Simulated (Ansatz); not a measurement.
The input, for Ansatz 0.2.0:

```yaml
crystal:
  periodic: [false, false, false]
  atoms:
    - {symbol: B, position_ang: [-0.015433, -0.009008, 0.136729]}
    - {symbol: B, position_ang: [-0.016266, -0.025151, -1.397136]}
    - {symbol: H, position_ang: [0.031698, 0.034159, 1.260407]}
basis:
  gaussian: {orbitals: 6-31G}
magnetization: {spin_polarized: false, initial_magnetization: 1}
correlation: {method: sc_nevpt2, electrons: outside_noble_gas, active_space: {window: {electrons: 7, orbitals: 9}, shells: [{species: B, l: s, shell: 2}, {species: B, l: p, shell: 2}, {species: H, l: s, shell: 1}]}}
```

```sh
$ ansatz run in.yaml --threads 1 --pin off --events-out ev --progress --plain --max-ram 2393MiB
```

Log:

```
436 factors; integrals over basis functions are off by at most 1.6e-7 eV
mean field evaluation 1: about -1351.3481 eV, gradient 1.1e1 eV
mean field evaluation 2: about -1351.3499 eV, gradient 1.1e1 eV
mean field evaluation 4: about -1352.1292 eV, gradient 1.2e0 eV
mean field evaluation 8: about -1352.1531 eV, gradient 6.1e-3 eV
mean field evaluation 16: about -1352.5547 eV, gradient 5.8e-2 eV
mean field evaluation 32: about -1352.5529 eV, gradient 1.8e-6 eV
mean field evaluation 64: about -1352.1531 eV, gradient 2.1e-3 eV
mean field evaluation 96: about -1350.8785 eV, gradient 1.5e1 eV
mean field evaluation 128: about -1352.5540 eV, gradient 1.6e-2 eV
mean field evaluation 160: about -1352.3924 eV, gradient 1.7e0 eV
mean field evaluation 192: about -1352.4929 eV, gradient 2.3e0 eV
mean field -1352.55422616 eV, -49.7054510171 hartree, gradient 9.7e-6 eV, S^2 0.750000; 14 other end points of the search recorded, 0 dependent functions left out
reference -1352.55422616 eV, -49.7054510171 hartree; 6, 5 occupied and 14, 15 virtual orbitals, 436 factors
state -1354.92093489 eV, -49.7924259589 hartree
state -1354.92093489 eV, -49.7924259589 hartree; corrected -1355.40986004 eV, -49.8103936267 hartree
Total energy: -1355.40986004 eV, -49.8103936267 hartree
Checks for a lower state left out: starts, orbital_swaps
```

For the same geometry and basis full CI lies 222.6 meV lower.

Ran on 1 thread of Arm Neoverse V2, shared host: 3.5 s wall, 0.09 GiB peak host memory.
